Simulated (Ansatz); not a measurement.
# C4H3F: basis-set convergence

The task here is to estimate one member of a computed series from the others.

Computed with Ansatz 0.2.0, Gaussian basis. Level: one geometry, several basis sets.

Plan: PBE0-D4/def2-SVP; ωB97M-V/def2-SVP; PBE0-D4/def2-QZVPP; ωB97M-V/def2-QZVPP; the functionals' def2-TZVPP values are taken from earlier runs.

## The relaxed structure

The geometry comes from an earlier relaxation with PBE0-D4 in a triple-zeta def2 set; it is a stationary point, not always the lowest conformer.

SMILES `C=C=C=CF`, 8 atoms, charge 0, spin multiplicity 1.

Atoms are counted from 1 here; the program's logs count them from 0.

Bond lengths: C1–C2 1.308 Å, C1–H6 1.084 Å, C1–H7 1.084 Å, C2–C3 1.263 Å, C3–C4 1.308 Å, C4–F5 1.336 Å, C4–H8 1.084 Å. Angles: C2–C1–H6 121.0°, C2–C1–H7 121.0°, H6–C1–H7 118.0°, C1–C2–C3 179.6°, C2–C3–C4 177.5°, C3–C4–F5 122.4°, C3–C4–H8 125.1°, F5–C4–H8 112.5°.

Set-up of the first run:

in.yaml

```yaml
crystal:
  periodic: [false, false, false]
  atoms:
    - {symbol: C, position_ang: [-0.033029, 1.959103, 0.063740]}
    - {symbol: C, position_ang: [-0.009006, 0.651871, 0.019594]}
    - {symbol: C, position_ang: [0.021116, -0.610242, -0.026681]}
    - {symbol: C, position_ang: [0.002260, -1.917548, -0.046630]}
    - {symbol: F, position_ang: [0.979788, -2.638815, -0.603625]}
    - {symbol: H, position_ang: [-0.856147, 2.487684, 0.531684]}
    - {symbol: H, position_ang: [0.770271, 2.546593, -0.366848]}
    - {symbol: H, position_ang: [-0.783055, -2.535748, 0.373066]}
basis:
  gaussian: {orbitals: def2-SVP}
hamiltonian: {xc: pbe0, dispersion: d4}
output: {orbitals: {seedname: orbitals}}
```

Command:

```
> ansatz run in.yaml --threads 2 --pin off --events-out ev --progress --plain --max-ram 4352MiB
```

Among the steps run: PBE0-D4 in def2-SVP; ωB97M-V in def2-SVP; PBE0-D4 in def2-QZVPP; ωB97M-V in def2-QZVPP.

One of the session's tables, all rows but one given; the rest of the session is left out.

It belongs to the step «Density functionals: the series». 

```
functional       basis  HOMO (eV)
   PBE0-D4    def2-SVP          ?
   PBE0-D4  def2-TZVPP      -7.03
   PBE0-D4  def2-QZVPP      -7.05
   ωB97M-V    def2-SVP      -8.95
   ωB97M-V  def2-TZVPP      -9.05
   ωB97M-V  def2-QZVPP      -9.08
```

**Question.** Estimate the row for PBE0-D4, def2-SVP.

As computed: HOMO (eV): -6.94. In the column «HOMO (eV)» it is the highest.
